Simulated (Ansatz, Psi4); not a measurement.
## Predicting a hybrid from its neighbours: C2

The species is C2 (2 atoms), meant as a singlet with charge 0. As SMILES, `[C]#[C]`. The shape is that of a PBE0-D4/def2-TZVP optimisation.

The HOMO–LUMO gap y, in eV, basis aug-cc-pVTZ; a is the functional's share of exact exchange. Programs: Ansatz 0.2.0, Psi4 1.11.

| functional | program | a | y (eV) |
| --- | --- | --- | --- |
| TPSS | Psi4 | 0 | 0.14 |
| r2SCAN | Psi4 | 0 | 0.22 |
| TPSSh | Psi4 | 0.1 | 1.05 |
| B3LYP | Psi4 | 0.2 | 1.78 |
| r2SCAN0 | Ansatz | 0.25 | 2.46 |
| PBE0 | Psi4 | 0.25 | ? |
| BHLYP | Psi4 | 0.5 | 4.58 |

Problem. Fit y = c + s·a to the known rows and predict PBE0.

Solution. 
1. Means of the 6 rows: a = 0.1750, y = 1.705.
2. Σ(Δa)² = 0.17875, Σ(Δa·Δy) = 1.5757, so the slope is 1.5757/0.17875 = 8.8151.
3. Intercept: 1.705 − (8.8151) × 0.1750 = 0.162. The largest residual of the fit is 0.15.
4. PBE0: 0.162 + (8.8151) × 0.25 = 2.37 eV.

The run gave 2.29 eV, so the prediction is off by +0.08 eV, within the largest residual. Exact exchange lowers occupied levels and raises empty ones.
